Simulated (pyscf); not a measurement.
`[O][SiH3]` [doublet] + `[H][H]` → `[OH][SiH3]` + `[H]` [doublet], a hydrogen abstraction (doublet surface; H–H broken, H–O formed). Single points on ωB97X-D3(BJ)/def2-SVP structures (PySCF, gas phase). Energies in kJ/mol from the separated reactants.

Small-basis levels: PySCF, no dispersion term, spherical d functions. AM1 to PM7: differences of heats of formation from MOPAC, which are fitted to 298 K values and so differ in kind from electronic energies by zero-point and thermal terms. GFN2-xTB: tblite. Open shells are spin-unrestricted. 

| level | barrier | reaction energy |
|---|---|---|
| HF/6-31G* | 87.8 | -11.6 |
| MP2/6-31G* | 49.2 | -89.5 |
| PBE/6-31G* | 1.6 | -39.4 |
| B3LYP/3-21G | 5.8 | +1.6 |
| B3LYP/LANL2DZ | 10.5 | -15.6 |
| B3LYP/6-31G* | 21.2 | -21.6 |
| M06-2X/6-31G* | 30.9 | -47.9 |
| B3LYP/6-311+G** | 13.7 | -41.6 |
| B3LYP/def2-SVP | 6.8 | -46.3 |
| GFN2-xTB | -33.6 | -134.2 |
| AM1 | 52.0 | -17.2 |
| PM6 | -17.5 | +17.7 |
| ωB97M-D3(BJ)/def2-TZVP | 18.8 | -60.3 |

Against the last row the barrier runs from -52.3 (GFN2-xTB) to +69.0 kJ/mol (HF/6-31G*). At GFN2-xTB, PM6 this geometry lies under one side, so the entry may be no barrier of that level: it is a single point on another level's saddle. ωB97M-D3(BJ)/def2-TZVP has limits of its own. •O–SiH₃ lies 104.0 kJ/mol over its isomer HO–SiH₂• (electronic energy, ωB97M-D3(BJ)/def2-TZVP). One saddle was located; it need not be the lowest between these sides. The angle at the transferred H is 158°.
